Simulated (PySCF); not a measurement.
# Which determinant of SF⁺ lies lowest?

Unrestricted PBE0; basis S 6-311G(d,p), F 6-311G(d,p); no relativity; PySCF 2.14. Outer shells of the fragments: S+ 3s2 3p3; F 2s2 2p5.

Followed along the bond (rough minima from three points):

| 2Ms+1 | unpaired | ⟨S²⟩ at the start | R at minimum (Å) | Te (eV) |
| --- | --- | --- | --- | --- |
| 3 | π ↑↑ | 2.01 | 1.53 | 0.00 |
| 1 | π ↑↓ | 1.01 | 1.53 | 0.41 |
| 5 | σ ↑, π ↑↑↑ | 6.00 | none in the scan | ≤ 5.02 |

Solutions found at the starting distance of 1.700 Å, counted from the lowest of them; the search is not exhaustive and high or unbound solutions are not listed, so other states can lie among these:

```
2Ms+1    unpaired   term  E (eV)  ⟨S²⟩  ⟨Lz²⟩  μ (D)
    3        π ↑↑    ³Σ⁻    0.00  2.01   0.00  -3.32
    1        π ↑↓  mixed    0.42  1.01   2.01  -3.26
    1        none  mixed    1.74  0.00   2.00  -3.03
    3    σ ↑, π ↑     ³Π    4.12  2.10   1.00  -2.93
    1    σ ↓, π ↑  mixed    4.58  1.01   1.01  -3.04
    3        π ↑↑  mixed    5.16  2.01   2.01   0.11
    3    σ ↑, π ↑     ³Π    5.85  2.01   1.01  -1.84
    5  σ ↑, π ↑↑↑     ⁵Π    5.98  6.00   1.00  -0.19
    1    σ ↓, π ↑  mixed    6.23  1.02   1.00  -1.52
    5  σ ↑↑, π ↑↑    ⁵Σ⁻    6.43  6.00   0.00  -2.22
    3  σ ↑, π ↑↑↓  mixed    6.93  3.01   3.02  -0.20
    1  σ ↓↓, π ↑↑  mixed    8.08  2.01   0.00  -1.67
```

A term symbol is given only where ⟨S²⟩ and ⟨Lz²⟩ are close to those of a pure state; real π, δ and φ orbitals otherwise mix terms. A positive dipole points towards F; it is taken about the centre of mass and depends on that origin.

Counting both spins, an empty level lies below a filled one in some of these solutions, because spin and occupation are held.
